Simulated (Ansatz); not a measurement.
## Nudged elastic band run: AlH₅NSi

The input (input.yaml):

```yaml
crystal:
  periodic: [false, false, false]
  atoms:
    - { symbol: "N", position_ang: [-2.033814, 0.926545, -0.701418] }
    - { symbol: Al, position_ang: [-0.201339, 0.850305, -0.58723] }
    - { symbol: Si, position_ang: [0.796085, -0.727116, 0.764872] }
    - { symbol: H, position_ang: [-2.308069, 0.293302, -1.548118] }
    - { symbol: H, position_ang: [0.57721, 1.997953, -1.203443] }
    - { symbol: H, position_ang: [1.464065, -0.138725, 1.920451] }
    - { symbol: H, position_ang: [1.82759, -1.476992, 0.056599] }
    - { symbol: H, position_ang: [-0.121739, -1.725281, 1.298277] }
magnetization:
  spin_polarized: true
  initial_magnetization: 1
basis:
  gaussian: { orbitals: STO-3G }
hamiltonian:
  xc: pbe
neb:
  order_check: false
  images: 7
  f_tol: 0.05
  max_iterations: 60
  final_atoms:
    - { symbol: "N", position_ang: [-1.7156156, 0.39128378, -1.53567505] }
    - { symbol: Al, position_ang: [-0.18671737, 0.83647279, -0.61829437] }
    - { symbol: Si, position_ang: [0.79763736, -0.72557416, 0.7611201] }
    - { symbol: H, position_ang: [-2.54709558, 0.69274573, -0.89461511] }
    - { symbol: H, position_ang: [0.50270341, 2.13136031, -1.00698375] }
    - { symbol: H, position_ang: [1.49819851, -0.12013783, 1.88760067] }
    - { symbol: H, position_ang: [1.79403148, -1.53159688, 0.06394951] }
    - { symbol: H, position_ang: [-0.14315321, -1.67456274, 1.342888] }
  initial_path:
    images:
      - { positions_ang: [[-2.033814, 0.926545, -0.701418], [-0.201339, 0.850305, -0.58723], [0.796085, -0.727116, 0.764872], [-2.308069, 0.293302, -1.548118], [0.57721, 1.997953, -1.203443], [1.464065, -0.138725, 1.920451], [1.82759, -1.476992, 0.056599], [-0.121739, -1.725281, 1.298277]] }
      - { positions_ang: [[-2.02096019, 0.86860419, -0.7416664], [-0.2303748, 0.89360996, -0.59215231], [0.80851285, -0.71887295, 0.76433064], [-2.35545876, 0.26067622, -1.5492878], [0.62908431, 2.02264725, -1.14256349], [1.5102287, -0.14801106, 1.91225847], [1.8066344, -1.50343465, 0.04290247], [-0.14767752, -1.67522795, 1.30616844]] }
      - { positions_ang: [[-2.00810638, 0.81066338, -0.78191481], [-0.25941061, 0.93691492, -0.59707463], [0.82094071, -0.7106299, 0.76378927], [-2.40284851, 0.22805044, -1.5504576], [0.68095863, 2.04734149, -1.08168398], [1.5563924, -0.15729713, 1.90406593], [1.78567881, -1.52987731, 0.02920594], [-0.17361604, -1.6251749, 1.31405987]] }
      - { positions_ang: [[-1.99525257, 0.75272256, -0.82216321], [-0.28844641, 0.98021989, -0.60199694], [0.83336856, -0.70238684, 0.76324791], [-2.45023827, 0.19542466, -1.5516274], [0.73283294, 2.07203574, -1.02080446], [1.6025561, -0.16658319, 1.8958734], [1.76472321, -1.55631996, 0.0155094], [-0.19955456, -1.57512185, 1.32195131]] }
      - { positions_ang: [[-1.98239876, 0.69478175, -0.86241162], [-0.31748221, 1.02352485, -0.60691925], [0.84579642, -0.69414379, 0.76270654], [-2.49762803, 0.16279887, -1.5527972], [0.78470725, 2.09672999, -0.95992495], [1.6487198, -0.17586926, 1.88768086], [1.74376762, -1.58276261, 0.00181287], [-0.22549309, -1.5250688, 1.32984275]] }
      - { positions_ang: [[-1.91570297, 0.61890726, -1.03072748], [-0.284791, 0.97676183, -0.60976303], [0.83375665, -0.70200139, 0.76230993], [-2.50999491, 0.29528559, -1.38825167], [0.71420629, 2.10538757, -0.97168965], [1.61108948, -0.1619364, 1.88766081], [1.75633358, -1.56997118, 0.01734703], [-0.20490812, -1.56244228, 1.33310406]] }
      - { positions_ang: [[-1.84900718, 0.54303276, -1.19904333], [-0.25209979, 0.92999882, -0.61260681], [0.82171689, -0.70985898, 0.76191332], [-2.5223618, 0.4277723, -1.22370615], [0.64370533, 2.11404515, -0.98345435], [1.57345915, -0.14800354, 1.88764077], [1.76889955, -1.55717975, 0.03288119], [-0.18432315, -1.59981577, 1.33636537]] }
      - { positions_ang: [[-1.78231139, 0.46715827, -1.36735919], [-0.21940858, 0.8832358, -0.61545059], [0.80967713, -0.71771657, 0.76151671], [-2.53472869, 0.56025902, -1.05916063], [0.57320437, 2.12270273, -0.99521905], [1.53582883, -0.13407069, 1.88762072], [1.78146551, -1.54438831, 0.04841535], [-0.16373818, -1.63718925, 1.33962668]] }
      - { positions_ang: [[-1.7156156, 0.39128378, -1.53567505], [-0.18671737, 0.83647279, -0.61829437], [0.79763736, -0.72557416, 0.7611201], [-2.54709558, 0.69274573, -0.89461511], [0.50270341, 2.13136031, -1.00698375], [1.49819851, -0.12013783, 1.88760067], [1.79403148, -1.53159688, 0.06394951], [-0.14315321, -1.67456274, 1.342888]] }
```

Run as:

```bash
$ ansatz run input.yaml --threads 1 --pin off --max-ram 2048MiB --backend cpu --events-out ev --progress --plain --runs-dir out
```

Output, in part (warnings, iteration lines, the closing report on the highest movable image, with atoms numbered from 0):

```
NEB end point (image 0): max|allowed force component| = 4.768e-3 eV/Å (the criterion of neb.relax_end_points is 1.000e-2)
NEB end point (image 8): max|allowed force component| = 6.159e-3 eV/Å (the criterion of neb.relax_end_points is 1.000e-2)
NEB iter   1: max|band force component| = 5.744e1 eV/Å  barrier→ = 7.6314 eV  barrier← = 7.6318 eV  Δτ_max = 0.2000 Å  (271 SCF iters)
NEB iter   2: max|band force component| = 4.461e0 eV/Å  barrier→ = 0.4592 eV  barrier← = 0.4596 eV  Δτ_max = 0.1991 Å  (195 SCF iters)
NEB iter   3: max|band force component| = 2.793e0 eV/Å  barrier→ = 0.3305 eV  barrier← = 0.3308 eV  Δτ_max = 0.1999 Å  (190 SCF iters)
NEB iter   4: max|band force component| = 1.046e0 eV/Å  barrier→ = 0.2980 eV  barrier← = 0.2984 eV  Δτ_max = 0.1954 Å  (199 SCF iters)
NEB iter   5: max|band force component| = 8.094e-1 eV/Å  barrier→ = 0.3238 eV  barrier← = 0.3242 eV  Δτ_max = 0.2000 Å  (201 SCF iters)
NEB iter   6: max|band force component| = 1.195e0 eV/Å  barrier→ = 0.2611 eV  barrier← = 0.2615 eV  Δτ_max = 0.1009 Å  (207 SCF iters)
NEB iter   7: max|band force component| = 1.449e0 eV/Å  barrier→ = 0.2433 eV  barrier← = 0.2437 eV  Δτ_max = 0.0513 Å  (183 SCF iters)
NEB iter   8: max|band force component| = 4.983e-1 eV/Å  barrier→ = 0.2386 eV  barrier← = 0.2390 eV  CI = image 3  Δτ_max = 0.1019 Å  (182 SCF iters)
NEB iter   9: max|band force component| = 1.918e-1 eV/Å  barrier→ = 0.2771 eV  barrier← = 0.2774 eV  CI = image 3  Δτ_max = 0.0846 Å  (182 SCF iters)
NEB iter  10: max|band force component| = 1.467e-1 eV/Å  barrier→ = 0.2817 eV  barrier← = 0.2821 eV  CI = image 3  Δτ_max = 0.0700 Å  (174 SCF iters)
NEB iter  11: max|band force component| = 1.234e-1 eV/Å  barrier→ = 0.2790 eV  barrier← = 0.2794 eV  CI = image 3  Δτ_max = 0.0329 Å  (174 SCF iters)
NEB iter  12: max|band force component| = 5.400e-2 eV/Å  barrier→ = 0.2779 eV  barrier← = 0.2783 eV  CI = image 3  Δτ_max = 0.0349 Å  (165 SCF iters)
NEB iter  13: max|band force component| = 3.013e-2 eV/Å  barrier→ = 0.2776 eV  barrier← = 0.2779 eV  CI = image 3  Δτ_max = 0.0000 Å  (377 SCF iters)
Total energy: -15843.02342080 eV, -582.2203719275 hartree
Atom 0 at    -1.664202     0.677646    -1.174096 Å, force    -0.004568    -0.019563     0.008597 eV/Å
Atom 1 at    -0.106373     0.985214    -0.541865 Å, force    -0.002555     0.002627    -0.001810 eV/Å
Atom 2 at     0.776214    -0.704481     0.745987 Å, force     0.001374     0.004458     0.007784 eV/Å
Atom 3 at    -2.530971     0.093086    -1.322515 Å, force     0.003000     0.015348    -0.005183 eV/Å
Atom 4 at     0.520322     2.313027    -0.893352 Å, force     0.002504    -0.000957    -0.000842 eV/Å
Atom 5 at     1.650417    -0.208312     1.802530 Å, force    -0.002331     0.002503    -0.000991 eV/Å
Atom 6 at     1.586866    -1.637057    -0.028939 Å, force     0.004826    -0.003331    -0.005865 eV/Å
Atom 7 at    -0.232284    -1.519132     1.412241 Å, force    -0.002249    -0.001085    -0.001690 eV/Å
Dipole moment:    -0.145454    -0.000851    -0.072426 e Å
```

The run converged. A vibrational analysis at the climbing image gives one clearly imaginary mode, 402i cm⁻¹, and a faint second one (31i cm⁻¹) that may be numerical noise or a soft torsion: probably a first-order saddle point. Limits of this set-up: minimal basis.

Final band (atoms are numbered from 1 in the order of the input):

```json
{"image": "0", "path coordinate (Å)": "0.00", "energy (eV)": "0.000", "dihedral H4–N1–Al2–Si3 (°)": "-92"}
{"image": "1", "path coordinate (Å)": "0.44", "energy (eV)": "0.002", "dihedral H4–N1–Al2–Si3 (°)": "-88"}
{"image": "2", "path coordinate (Å)": "0.89", "energy (eV)": "0.094", "dihedral H4–N1–Al2–Si3 (°)": "-63"}
{"image": "3", "path coordinate (Å)": "1.33", "energy (eV)": "0.278", "dihedral H4–N1–Al2–Si3 (°)": "0"}
{"image": "4", "path coordinate (Å)": "1.71", "energy (eV)": "0.134", "dihedral H4–N1–Al2–Si3 (°)": "61"}
{"image": "5", "path coordinate (Å)": "2.09", "energy (eV)": "0.005", "dihedral H4–N1–Al2–Si3 (°)": "82"}
{"image": "6", "path coordinate (Å)": "2.47", "energy (eV)": "0.003", "dihedral H4–N1–Al2–Si3 (°)": "100"}
{"image": "7", "path coordinate (Å)": "2.85", "energy (eV)": "0.000", "dihedral H4–N1–Al2–Si3 (°)": "93"}
{"image": "8", "path coordinate (Å)": "3.24", "energy (eV)": "0.000", "dihedral H4–N1–Al2–Si3 (°)": "92"}
```

Run time: 91 s on 1 thread of Intel(R) Xeon(R) 6975P-C (Granite Rapids), with other jobs on the host, peak memory 0.12 GiB.
